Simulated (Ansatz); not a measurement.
The first iterations of a band of C$_{2}$H$_{4}$FNO (9 atoms, charge 0, multiplicity 1).

All numbers below come from RKS PBE0-D4/6-31G* (Ansatz).

```yaml
movable_images: 5
climbing_image: yes
spring: 5.0 eV/Å²
optimiser: quadratic models (default)
start_path: through a guess of the saddle point
force_threshold: 0.05 eV/Å
iteration_limit: 60
end_points: relaxed
```

Initial state:

```xyz
9
Properties=species:S:1:pos:R:3
N -0.273 1.244 0.641
C 0.430 0.232 -0.036
F 1.745 0.303 0.285
C -0.056 -1.069 -0.505
O 0.144 0.083 -1.370
H -0.210 1.134 1.647
H -1.243 1.265 0.353
H -1.098 -1.356 -0.364
H 0.649 -1.882 -0.668
```

Final state:

```xyz
9
Properties=species:S:1:pos:R:3
N -0.613 1.004 0.646
C 0.313 0.148 0.029
F 1.576 0.204 0.562
C -0.069 -1.091 -0.628
O 0.302 0.111 -1.345
H -0.358 1.972 0.463
H -0.602 0.863 1.652
H -1.120 -1.360 -0.703
H 0.659 -1.897 -0.694
```

| iteration | highest image above the first end (eV) | largest band force component (eV/Å) |
| --- | --- | --- |
| 1 | 2.725 | 16.632 |
| 2 | 0.159 | 1.237 |

Question: Does the band converge within its limit, and where does its top end?

Answer: It converged. It ended after 8 iterations with the highest image 0.074 eV above the first end. A vibrational analysis at the climbing image gives one clearly imaginary mode, 267i cm⁻¹: a first-order saddle point.

Run time: 120 s on 1 thread of Arm Neoverse V2, on a shared host, peak memory 0.16 GiB.
